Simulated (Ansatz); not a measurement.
Geometry optimisation, Ansatz 0.2.0, RKS PBE-D4/def2-TZVP.

Input:

```yaml
crystal:
  periodic: [false, false, false]
  atoms:
    - { symbol: Si, position_ang: [-0.458421, 0.163852, -0.588105] }
    - { symbol: O, position_ang: [0.561245, -1.103801, -0.003356] }
    - { symbol: H, position_ang: [-1.063888, -0.264284, -1.891227] }
    - { symbol: H, position_ang: [-1.559545, 0.42222, 0.384628] }
    - { symbol: H, position_ang: [0.348193, 1.397124, -0.813757] }
    - { symbol: H, position_ang: [0.955754, 0.315206, 1.729503] }
    - { symbol: H, position_ang: [0.664951, 0.946996, 1.768463] }
    - { symbol: H, position_ang: [0.551811, -1.877213, -0.58625] }
basis:
  gaussian: { orbitals: def2-TZVP }
hamiltonian:
  xc: pbe
  dispersion: d4
relax:
  f_tol: 0.03
  max_steps: 50
```

Command:

```bash
$ ansatz run input.yaml --threads 2 --pin off --max-ram 3072MiB --backend cpu --events-out ev --progress --plain --runs-dir out
```

Q: Where does it end, and by what steps?

A: The forces met the threshold. The force dipped under the threshold on the way, but the program's further checks kept it going. After 27 steps the energy has fallen by 0.195 eV; H7 moved furthest, 1.18 Å.

```tsv
step	energy less start (eV)	largest force component (eV/Å)	accepted
0	0.0000	2.174	yes
1	-0.1253	0.610	yes
2	-0.1564	0.231	yes
3	-0.1592	0.228	yes
4	-0.1685	0.099	yes
5	-0.1690	0.133	yes
6	-0.1711	0.140	yes
7	-0.1718	0.641	yes
8	-0.1221	2.219	no
9	-0.1819	0.107	yes
10	-0.1867	0.157	yes
11	-0.1848	0.392	no
12	-0.1890	0.162	yes
13	-0.1906	0.069	yes
14	-0.1916	0.009	yes
15	-0.1912	0.265	no
16	-0.1920	0.121	yes
17	-0.1927	0.082	yes
18	-0.1930	0.069	yes
19	-0.1935	0.055	yes
20	-0.1938	0.099	yes
21	-0.1940	0.057	yes
22	-0.1942	0.004	yes
23	-0.1945	0.011	yes
24	-0.1927	0.276	no
25	-0.1947	0.064	yes
26	-0.1948	0.034	yes
27	-0.1950	0.008	yes
```

```xyz
8
Properties=species:S:1:pos:R:3
Si -0.630 0.127 -0.954
O 0.551 -0.774 -0.195
H -0.995 -0.451 -2.287
H -1.879 0.217 -0.131
H -0.039 1.483 -1.131
H 1.277 0.367 2.038
H 1.374 0.736 2.688
H 0.341 -1.705 -0.028
```

Run time: 32 s on 2 threads of Intel(R) Xeon(R) 6975P-C (Granite Rapids), with other jobs on the host, peak memory 0.16 GiB.
